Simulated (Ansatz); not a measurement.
`C[S-]`. Total charge -1; spin multiplicity 1.

```
atom   x (Å)   y (Å)   z (Å)
  C1  -0.110  -0.045  -0.004
  S2   1.574   0.645   0.062
  H3  -0.672   0.161   0.916
  H4  -0.100  -1.135  -0.137
  H5  -0.691   0.374  -0.836
```

**Question.** List the harmonic frequencies (cm⁻¹, unscaled) at PBE0-D4/def2-TZVPD in Ansatz. (Estimate.)

**Answer.** Ansatz gave: 724, 930, 930, 1304, 1465, 1465, 2965, 3010, 3010.

**Question.** Is this a minimum?

**Answer.** Yes, all 9 modes are real.

**Question.** Give the ideal-gas thermochemistry at 298.15 K and 1 bar (rigid rotor, harmonic oscillator; point group C3v, symmetry number 3).

**Answer.** Zero-point energy 94.5 kJ/mol; H(298) − E = 105.0 kJ/mol; entropy 233.9 J/(mol·K), of which translation 156.9, rotation 74.6, vibration 2.4; G(298) − E = 35.3 kJ/mol.
